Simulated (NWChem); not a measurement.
# hydrogen sulfide (H2S); SMILES S

Results from NWChem. Structure relaxed at the PBE-D3(BJ)/def2-SVP level. Level: M05-2X/def2-SVP with SMD (1 M gas to 1 M solution), gas-phase geometry.

```json
[
 {"solvent": "water", "dielectric constant": "78.4", "solvation free energy (kcal/mol)": "-1.6", "cavity-dispersion-structure term (kcal/mol)": "1.0", "dipole in solution (D)": "1.69"},
 {"solvent": "cyclohexane", "dielectric constant": "2.02", "solvation free energy (kcal/mol)": "-2.4", "cavity-dispersion-structure term (kcal/mol)": "-1.1", "dipole in solution (D)": "1.51"},
 {"solvent": "ethyl acetate", "dielectric constant": "5.99", "solvation free energy (kcal/mol)": "-3.2", "cavity-dispersion-structure term (kcal/mol)": "-1.1", "dipole in solution (D)": "1.63"},
 {"solvent": "dichloromethane", "dielectric constant": "8.93", "solvation free energy (kcal/mol)": "-3.5", "cavity-dispersion-structure term (kcal/mol)": "-1.2", "dipole in solution (D)": "1.65"},
 {"solvent": "cyclohexanone", "dielectric constant": "15.6", "solvation free energy (kcal/mol)": "-3.3", "cavity-dispersion-structure term (kcal/mol)": "-0.8", "dipole in solution (D)": "1.67"}
]
```
